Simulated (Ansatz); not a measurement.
Geometry optimisation, Ansatz, UKS PBE/def2-SVP.

Input file:

```yaml
crystal:
  periodic: [false, false, false]
  atoms:
    - { symbol: H, position_ang: [-0.250998, -0.23079, 0.754476] }
    - { symbol: C, position_ang: [0.787874, -0.52846, 0.891062] }
    - { symbol: C, position_ang: [1.696641, -0.318722, -0.075055] }
    - { symbol: C, position_ang: [-1.98964, 0.618193, -0.629129] }
    - { symbol: F, position_ang: [-1.01575, 1.412482, -1.100533] }
    - { symbol: H, position_ang: [1.058501, -1.006657, 1.850163] }
    - { symbol: H, position_ang: [2.752127, -0.620987, 0.041243] }
    - { symbol: H, position_ang: [1.413036, 0.172484, -1.022158] }
    - { symbol: H, position_ang: [-2.030964, -0.395498, -1.058904] }
    - { symbol: H, position_ang: [-2.420827, 0.897956, 0.348735] }
magnetization:
  spin_polarized: true
  initial_magnetization: 1
basis:
  gaussian: { orbitals: def2-SVP }
hamiltonian:
  xc: pbe
relax:
  f_tol: 0.03
  max_steps: 50
```

Run as:

```bash
$ ansatz run input.yaml --threads 2 --pin off --max-ram 3072MiB --backend cpu --events-out ev --progress --plain --runs-dir out
```

Question: Where does it end, and by what steps?

Answer: The run converged. The force dipped under the threshold on the way, but the program's further checks kept it going. After 25 steps the energy has fallen by 0.078 eV; H10 moved furthest, 1.29 Å.

```csv
step,energy less start (eV),largest force component (eV/Å),accepted
0,0.0000,0.631,yes
1,-0.0365,0.215,yes
2,-0.0448,0.156,yes
3,-0.0505,0.220,yes
4,-0.0568,0.126,yes
5,-0.0594,0.063,yes
6,-0.0580,0.552,no
7,-0.0633,0.087,yes
8,-0.0653,0.199,yes
9,-0.0671,0.155,yes
10,-0.0677,0.152,yes
11,-0.0693,0.170,yes
12,-0.0710,0.088,yes
13,-0.0721,0.064,yes
14,-0.0725,0.204,yes
15,-0.0743,0.062,yes
16,-0.0753,0.027,yes
17,-0.0738,0.254,no
18,-0.0761,0.050,yes
19,-0.0756,0.161,no
20,-0.0767,0.026,yes
21,-0.0771,0.034,yes
22,-0.0773,0.109,yes
23,-0.0777,0.043,yes
24,-0.0778,0.003,yes
25,-0.0780,0.012,yes
```

```xyz
10
Properties=species:S:1:pos:R:3
H 0.234 -0.271 1.725
C 1.089 -0.733 1.203
C 1.492 -0.302 -0.002
C -2.013 0.687 -0.989
F -1.073 1.618 -1.220
H 1.596 -1.561 1.727
H 2.349 -0.762 -0.522
H 0.979 0.523 -0.522
H -1.635 -0.282 -0.625
H -3.019 1.082 -0.775
```

Run time: 47 s on 2 threads of Arm Neoverse V1 (shared host), peak memory 0.13 GiB.
